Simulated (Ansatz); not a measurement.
Start from `[SiH3]CS` and change one atom or group to get `CCS`.

Ansatz, PBE0-D4/def2-TZVP geometries, multiplicity 1. Each molecule was computed in one conformer, which needn't be the lowest.

```
                                                                                  property  `[SiH3]CS`
                                                       HOMO energy (B3LYP/def2-TZVPP) / eV       -6.61
                                                         LUMO energy (PBE/def2-TZVPP) / eV       -0.88
                                                        LUMO energy (PBE0/def2-TZVPP) / eV        0.01
ideal-gas entropy at 298 K and 1 bar (rigid rotor, harmonic PBE0-D4/def2-TZVP) / J/(mol·K)         307
                                                     LUMO energy (ωB97M-V/def2-TZVPP) / eV        1.70
                                                       HOMO–LUMO gap (PBE/def2-TZVPP) / eV        4.75
```

(1) Give the same properties after the change, and the shifts. (Estimate.)

## Answers

(1) Ansatz gave: 
```tsv
property	`CCS`	shift
HOMO energy (B3LYP/def2-TZVPP) / eV	-6.52	0.09
LUMO energy (PBE/def2-TZVPP) / eV	-0.41	0.47
LUMO energy (PBE0/def2-TZVPP) / eV	0.52	0.51
ideal-gas entropy at 298 K and 1 bar (rigid rotor, harmonic PBE0-D4/def2-TZVP) / J/(mol·K)	284	-23
LUMO energy (ωB97M-V/def2-TZVPP) / eV	2.22	0.52
HOMO–LUMO gap (PBE/def2-TZVPP) / eV	5.10	0.35
```

With PBE0 the HOMO rises by 0.08 eV and the LUMO rises by 0.51 eV, so the gap widens by about 0.43 eV. PBE moves the HOMO by 0.11 eV and ωB97M-V by 0.06 eV.

B3LYP here is the variant with VWN-RPA as its local correlation; programs differ in this.
